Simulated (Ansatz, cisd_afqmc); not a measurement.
System: H₂F, charge 0, doublet.
HTBH set geometry:
```
F
H 1 1.4662
H 2 0.7746 1 152.03
```
Charge 0, spin multiplicity 2.

Total energies in aug-cc-pVQZ, 9 correlated electrons, 1 frozen orbitals. UHF or UKS for unpaired electrons; spin-orbit terms are left out. Correlated methods leave the cores frozen. No relativity. AFQMC is phaseless with a CISD trial state; ± is one standard error, without the phaseless bias. Outlying blocks are dropped, and bars are widened where a walk drifts. Over all cases where full CI ran beside it in this data, AFQMC minus full CI had a median of +0.1 mEh and passed +0.4 mEh in a tenth of the cases.

| method | program | energy (Eh) | minus AFQMC/CISD (mEh) |
|---|---|---|---|
| HF | Ansatz | -100.52660 | 297.8 ± 0.1 |
| MP2 | Ansatz | -100.79747 | 26.9 ± 0.1 |
| CCSD | Ansatz | -100.81743 | 7.0 ± 0.1 |
| CCSD(T) | Ansatz | -100.82437 | 0.0 ± 0.1 |
| AFQMC/CISD | cisd_afqmc | -100.8244 ± 0.0001 | 0.0 |

Ansatz is a quantum-chemistry and plane-wave program.
